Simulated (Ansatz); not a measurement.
Born–Oppenheimer molecular dynamics of CH₉NSi (12 atoms, charge 0, multiplicity 1). It starts at the highest image of a converged band. Of that band: Neighbouring images differ by up to 1.5 eV, so the band resolves the path poorly. A vibrational analysis at the climbing image gives one clearly imaginary mode, 1280i cm⁻¹: a first-order saddle point.

Computed with RKS PBE/6-31G* in Ansatz 0.2.0.

```yaml
ensemble: NVE (velocity Verlet)
time_step: 0.5 fs
steps_asked: 200
starting_velocities_drawn_for: 100 K
seed: 4381
```

First frame:

```xyz
12
Properties=species:S:1:pos:R:3
Si 0.066 -0.184 0.133
N 0.285 -0.225 2.050
H -0.551 -0.492 2.586
H 0.705 0.614 2.477
H 1.283 0.356 -0.553
H -0.839 1.052 0.166
C -1.040 -1.464 -0.723
H -1.672 -1.974 0.027
H -1.713 -0.974 -1.446
H -0.438 -2.237 -1.224
H 1.216 -1.649 0.638
H 0.987 -1.147 1.672
```

Question: How far do the bonds stretch over the last three quarters of this one trajectory? (Pairs bonded in most of those frames.)

Answer: 
```csv
bond,mean (Å),spread (Å),shortest,longest
Si1–H5,1.513,0.009,1.50,1.53
Si1–H6,1.518,0.026,1.49,1.59
Si1–C7,1.902,0.039,1.84,1.97
Si1–H11,1.532,0.088,1.40,1.79
N2–H3,1.029,0.008,1.01,1.05
N2–H4,1.031,0.016,1.00,1.06
N2–H12,1.034,0.015,1.01,1.06
C7–H8,1.105,0.013,1.09,1.13
C7–H9,1.105,0.006,1.09,1.12
C7–H10,1.104,0.005,1.09,1.12
```

Mean temperature of the second half: 1097 K. The conserved energy stayed within 0.06 meV per atom of its start (net change -8.3e-05 meV per atom), so the integration is sound. The kinetic energy rose, since the run started high on the potential surface and went downhill. It ends in pieces (CH6Si + H3N), so much of that is their flight and rotation, not heat. A run of 0.1 ps of so small a system gives no equilibrium averages. The orbitals stay closed-shell, which can raise the energy where a bond breaks towards radicals; this wasn't checked here.

Time of the run: 5.2 min on 1 thread of Intel(R) Xeon(R) Platinum 8488C (Sapphire Rapids) (shared host), peak memory 0.12 GiB.
